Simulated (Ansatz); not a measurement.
C₄H₇Cl, SMILES C=C(C)CCl, a ranking of conformers

Computed with the Ansatz DFT code, driven from Python.

Run as a notebook:

In [1]:
```python
import ansatz
from rdkit import Chem
from rdkit.Chem import AllChem
```

In [2]:
```python
rd = Chem.AddHs(Chem.MolFromSmiles("C=C(C)CCl"))
ids = list(AllChem.EmbedMultipleConfs(rd, numConfs=20, randomSeed=779, pruneRmsThresh=0.4))
field = [energy for _, energy in AllChem.MMFFOptimizeMoleculeConfs(rd)]
distinct = {round(e, 2): i for i, e in zip(ids, field)}
chosen = sorted(distinct.items())[:4]
found = []
for force_field, index in chosen:
    molecule = ansatz.Crystal.molecule()
    for atom, xyz in zip(rd.GetAtoms(), rd.GetConformer(index).GetPositions()):
        molecule = molecule.atom(atom.GetSymbol(), xyz.round(5).tolist())
    model = molecule.calculation().basis(gaussian="cc-pVDZ").correlation("MP2")
    found.append(model.run(threads=1).report["free_energy_ev"])
print("conformer   MMFF (kcal/mol)   this level (kcal/mol)")
for (force_field, index), e in zip(chosen, found):
    print(f"{index:9d} {force_field - chosen[0][0]:17.2f} {23.060548 * (e - min(found)):17.3f}")
```
```text
conformer   MMFF (kcal/mol)   this level (kcal/mol)
        1              0.00             0.000
        2              1.95             1.040
```

The settings weren't tested for convergence. The conformers keep their force-field geometries. It ran for 4.4 s on 1 thread of Arm Neoverse V2, on a shared host, peak memory 0.31 GiB.
